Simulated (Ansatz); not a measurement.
C$_{2}$H$_{6}$N$_{2}$S (`CNC(N)=S`) at its PBE0-D4/def2-TZVP geometry, where that method's forces vanish. The species carries charge 0 and has multiplicity 1.

```tsv
atom	x (Å)	y (Å)	z (Å)
C1	-1.008	-0.842	0.507
N2	0.163	-0.778	-0.323
C3	0.919	0.316	-0.534
N4	0.503	1.450	0.073
S5	2.298	0.266	-1.464
H6	-1.365	-1.870	0.534
H7	-0.792	-0.535	1.537
H8	-1.824	-0.221	0.117
H9	0.509	-1.609	-0.769
H10	1.008	2.286	-0.156
H11	-0.413	1.537	0.478
```

(1) For each bond, give half the difference of the two atoms' forces along it (eV/Å; positive pushes the atoms apart) under PBE-D4, r2SCAN-D4, B3LYP-D4, ωB97M-V in def2-TZVPP. (Estimate.)

Answers

(1) Computed: 
```tsv
bond	length (Å)	PBE-D4	r2SCAN-D4	B3LYP-D4	ωB97M-V
C1–N2	1.437	-0.07	0.13	0.22	0.26
C1–H6	1.089	0.08	-0.07	-0.11	-0.09
C1–H7	1.095	0.11	-0.04	-0.07	-0.11
C1–H8	1.097	0.11	-0.04	-0.07	-0.12
N2–C3	1.346	0.26	0.15	0.06	0.00
N2–H9	1.004	0.14	-0.08	-0.12	-0.13
C3–N4	1.351	0.22	0.19	0.17	0.12
C3–S5	1.665	0.05	-0.05	0.11	0.03
N4–H10	1.003	0.12	-0.04	-0.07	-0.03
N4–H11	1.005	0.13	-0.05	-0.07	-0.10
```

B3LYP here is the variant with VWN-RPA as its local correlation; programs differ in this.
